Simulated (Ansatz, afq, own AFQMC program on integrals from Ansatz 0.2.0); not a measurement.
Integrals from Ansatz 0.2.0, then the random walk in our own AFQMC program (afq).

```yaml
crystal:
  periodic: [false, false, false]
  atoms:
    - {symbol: Si, position_ang: [0.000000, 0.000000, 0.174230]}
    - {symbol: B, position_ang: [0.000000, 0.000000, -1.864326]}
    - {symbol: H, position_ang: [0.000000, 0.000000, 1.690095]}
basis:
  gaussian: {orbitals: cc-pVTZ}
magnetization: {spin_polarized: true, initial_magnetization: 2}
correlation: {method: ccsd_t, electrons: outside_noble_gas, hamiltonian_folder: ham}
```

```sh
$ ansatz run in.yaml --threads 1 --pin off --events-out ev --progress --plain --max-ram 24576MiB --backend cuda --devices 0, --max-vram 18GiB
```

afq runs on the folder ham with

```
--method phaseless --trial cisd --walkers 1400 --populations 20 --least-time 60 --time-step 0.005 --steps-per-block 50 --equilibration-blocks 28 --max-blocks 4000 --target-error 0.00017 --factor-cut 1e-05 --start spin_pure --seed 545 --release-times 0.24,0.5,1,1.5 --release-step 0.02 --release-every 3 --taylor-order 6
```

Times are imaginary, in 1/Eh. The walk had a cap of 232 s. With eight or more populations the least sampling time is a fifth of least-time, and the error comes from their spread.

Log:

```
orbitals 72  electrons 5 3  factors 457 of 463
reference energy -314.01178969 Eh
CCSD correlation -0.19230122 Eh in 15 cycles, weight of the determinant in the CISD state 0.8148
energy of the start -314.196902 Eh
 block  time / (1/Eh)  mean weight  energy / Eh
     1     0.250  0.9996  -314.198255
     2     0.500  0.9996  -314.201261
     3     0.750  1.0000  -314.204092
     4     1.000  1.0000  -314.206449
     5     1.250  1.0000  -314.208510
     7     1.750  0.9999  -314.210465
     9     2.250  1.0002  -314.212322
    11     2.750  0.9998  -314.213925
    21     5.250  1.0001  -314.217329
    31     7.750  1.0006  -314.218201
    41    10.250  0.9998  -314.218105
    51    12.750  1.0003  -314.217436
    61    15.250  0.9999  -314.216922
    71    17.750  1.0002  -314.217138
    81    20.250  0.9996  -314.215833
    91    22.750  1.0001  -314.216329
   101    25.250  0.9994  -314.214994
   111    27.750  1.0004  -314.215096
   121    30.250  1.0000  -314.215966
   131    32.750  1.0002  -314.217399
   141    35.250  1.0004  -314.217972
   151    37.750  1.0002  -314.217347
   161    40.250  1.0001  -314.214494
   171    42.750  1.0004  -314.216213
   181    45.250  0.9999  -314.216784
   191    47.750  1.0004  -314.216671
   196    49.000  1.0006  -314.218456
   201    50.250  0.9996  -314.217707
   211    52.750  1.0000  -314.218378
   221    55.250  0.9999  -314.216025
   231    57.750  0.9998  -314.215984
   236    59.000  1.0002  -314.215224
error from the spread of 20 populations
released: time / (1/Eh)  energy / Eh  error  mean overlap
  0.24  -314.216364  0.000644  0.9997
  0.50  -314.217303  0.000131  1.0013
  1.00  -314.218012  0.000243  1.0036
  1.50  -314.236726  0.018446  1.0021
energy -314.216574 +/- 0.000134 Eh
(rows thinned)
```

The run passed its tests (sampling time, drift between the halves within three errors, error under three times the target), which doesn't prove that it has relaxed.

Against this walk (error 3.7 meV) on the same determinant: CCSD(T) 31.0 meV higher, CCSDT(Q) 65.9 meV lower. The error is statistical and leaves out the bias of the constraint. The determinant has ⟨S²⟩ = 2.20, so the low cluster orders mix in higher spin (the high orders can go on to a lower state of that spin), while the walk starts as a pure triplet. None of these is a sure reference here. The released energies have errors that jump between times, so the bars are unsure (meV from the phaseless value at times in 1/Eh: 6 ± 18 at 0.24, -20 ± 4 at 0.50, -39 ± 7 at 1.00, -548 ± 502 at 1.50), so they give no level; they do show a bias of the constraint, and the last of them that isn't too noisy lies 27 meV above CCSDT(Q).

Cautions: constraint bias not in the error; higher spins were not checked; an unrestricted solution with more broken spin lies lower (19 meV, ⟨S²⟩ 2.32); strong correlation (T1 0.055, weight of the determinant 0.81, largest double 0.08); unrestricted determinant spin contaminated (⟨S²⟩ 2.20 against 2.00); the bias of populations of 70 walkers isn't removed.

The walk took 2.1 min on 1 × NVIDIA H100 80GB HBM3 with 2 threads of AMD EPYC 7R13 Processor (Zen 3) (shared host) (the card was shared). The log's last line is the phaseless energy.

CCSDT and higher add their correlation energy to the determinant of the CCSD(T) run, since their own runs factorise the integrals more tightly (a shift of under 2 meV). A walk keeps the symmetry of its determinant, which the program's search chose and which needn't be the lowest solution, so a lower state of the same spin and another symmetry isn't excluded.
